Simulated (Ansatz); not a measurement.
**Nudged elastic band run: AlClH₃O, charge +1**

The input (input.yaml):

```yaml
crystal:
  periodic: [false, false, false]
  atoms:
    - { symbol: O, position_ang: [-0.659899, 0.113829, -0.649596] }
    - { symbol: Al, position_ang: [0.637091, 0.054299, 0.703139] }
    - { symbol: Cl, position_ang: [1.40969, -1.830476, 0.652298] }
    - { symbol: H, position_ang: [-0.87761, -0.641276, -1.230921] }
    - { symbol: H, position_ang: [-1.216765, 0.880373, -0.886876] }
    - { symbol: H, position_ang: [0.707494, 1.423261, 1.411956] }
total_charge: 1
basis:
  gaussian: { orbitals: def2-SVP }
hamiltonian:
  xc: cam_b3lyp
  dispersion: d4
neb:
  order_check: false
  images: 2
  f_tol: 0.03
  max_iterations: 60
  initial_path: idpp
  climbing: true
  final_atoms:
    - { symbol: O, position_ang: [-0.66095218, 0.11381694, -0.6496209] }
    - { symbol: Al, position_ang: [0.6376549, 0.05212007, 0.70277558] }
    - { symbol: Cl, position_ang: [1.41213272, -1.83211562, 0.65445338] }
    - { symbol: H, position_ang: [-1.21458859, 0.88370624, -0.88435679] }
    - { symbol: H, position_ang: [-0.88085383, -0.639297, -1.23302102] }
    - { symbol: H, position_ang: [0.70660799, 1.42177937, 1.40976975] }
```

Command:

```bash
$ ansatz run input.yaml --threads 1 --pin off --max-ram 2048MiB --backend cpu --events-out ev --progress --plain --runs-dir out
```

Output, in part (warnings, iteration lines, the closing report on the highest movable image, with atoms numbered from 0):

```
NEB end point (image 0): max|allowed force component| = 9.826e-3 eV/Å (the criterion of neb.relax_end_points is 1.000e-2)
NEB end point (image 3): max|allowed force component| = 1.127e-2 eV/Å (the criterion of neb.relax_end_points is 1.000e-2)
NEB iter   1: max|band force component| = 4.162e-1 eV/Å  barrier→ = 0.2239 eV  barrier← = 0.2239 eV  CI = image 1  Δτ_max = 0.1959 Å  (92 SCF iters)
NEB iter   2: max|band force component| = 3.271e-1 eV/Å  barrier→ = 0.2504 eV  barrier← = 0.2504 eV  CI = image 1  Δτ_max = 0.1922 Å  (51 SCF iters)
NEB iter   3: max|band force component| = 3.949e-1 eV/Å  barrier→ = 0.2410 eV  barrier← = 0.2410 eV  CI = image 1  Δτ_max = 0.0346 Å  (49 SCF iters)
NEB iter   4: max|band force component| = 2.959e-1 eV/Å  barrier→ = 0.2304 eV  barrier← = 0.2304 eV  CI = image 1  Δτ_max = 0.0549 Å  (47 SCF iters)
NEB iter   5: max|band force component| = 9.650e-2 eV/Å  barrier→ = 0.2232 eV  barrier← = 0.2232 eV  CI = image 1  Δτ_max = 0.0107 Å  (46 SCF iters)
NEB iter   6: max|band force component| = 2.520e-2 eV/Å  barrier→ = 0.2231 eV  barrier← = 0.2231 eV  CI = image 1  Δτ_max = 0.0000 Å  (92 SCF iters)
Total energy: -21202.69602116 eV, -779.1847070742 hartree
Atom 0 at    -0.630886     0.201990    -0.709266 Å, force     0.025141     0.006148     0.024110 eV/Å
Atom 1 at     0.640859     0.007030     0.702336 Å, force    -0.018370    -0.004608    -0.021593 eV/Å
Atom 2 at     0.852835    -1.975213     1.119021 Å, force     0.003120    -0.001253     0.005831 eV/Å
Atom 3 at    -0.434856     0.148225    -1.664560 Å, force     0.004089     0.001006    -0.011483 eV/Å
Atom 4 at    -1.601124     0.235268    -0.602743 Å, force    -0.013787    -0.002067     0.003806 eV/Å
Atom 5 at     1.173173     1.382709     1.155213 Å, force    -0.000193     0.000774    -0.000671 eV/Å
Dipole moment:    -0.687346     0.891769    -0.836201 e Å
```

It converged. The dihedral H5–O1–Al2–Cl3 jumps by 95° between images 0 and 1, so the path isn't resolved there. Another band between the same ends (7 images) ends at a top of the same energy, where a vibrational analysis finds 1 clearly imaginary mode. So few images can step over the top or miss a turn of the path. Limits of this set-up: the dipole of an ion depends on the origin.

Final band (atoms are numbered from 1 in the order of the input):

| image | path coordinate (Å) | energy (eV) | dihedral H5–O1–Al2–Cl3 (°) |
| --- | --- | --- | --- |
| 0 | 0.00 | 0.000 | 180 |
| 1 | 1.51 | 0.223 | 85 |
| 2 | 2.30 | 0.114 | 42 |
| 3 | 3.08 | 0.000 | 0 |

Time of the run: 28 s on 1 CPU thread of a shared host.
